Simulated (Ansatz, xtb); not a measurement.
A geometry optimisation of H5NPSi with r2SCAN-D4/def2-SVP

The starting geometry of this gas-phase doublet was built from a drawn formula by distance geometry and a force field; its bonds are those of `N1[SiH2][PH2]1`.

```xyz
8

N     1.3333    0.2570   -0.6053
P     0.1045   -0.7541   -0.8662
Si    0.2547    1.4226   -1.0040
H     2.1462    0.2939   -1.2867
H    -0.0147    2.2611    0.1421
H     0.7870    2.0532   -2.2295
H     0.6472   -1.6135   -1.8506
H    -0.1329   -1.4374    0.3737
```

Question: Where would you expect an optimisation with r2SCAN-D4/def2-SVP to take it?

Answer: A bond breaks, leaving `[SiH2]NP`. Contacts that open: P2–Si3 (2.19 → 3.07 Å).

The energy falls by 2.39 eV over 16 steps:

| step | E − E(last) (eV) |
| --- | --- |
| 1 | 2.387 |
| 3 | 0.597 |
| 4 | 0.307 |
| 6 | 0.133 |
| 8 | 0.089 |
| 9 | 0.068 |
| 11 | 0.005 |
| 13 | 0.001 |
| 14 | 0.000 |
| 16 | 0.000 |

Final geometry (Å):

```xyz
8

N     0.9448    0.2565   -1.1127
P    -0.0300   -1.0048   -0.4403
Si    0.3686    1.8867   -1.3910
H     1.8231   -0.0067   -1.5583
H    -0.5513    2.2440   -0.2640
H     1.5709    2.7859   -1.4085
H     0.0343   -1.9894   -1.4849
H     0.9652   -1.6894    0.3332
```

From the same start GFN2-xTB reaches the same bonding as this run.

The end wasn't checked by frequencies. Open shells are spin-unrestricted. Run with Ansatz 0.2.0, 2.8 min on 1 thread of Intel(R) Xeon(R) Processor @ 2.50GHz (Skylake/Cascade Lake) (shared host).
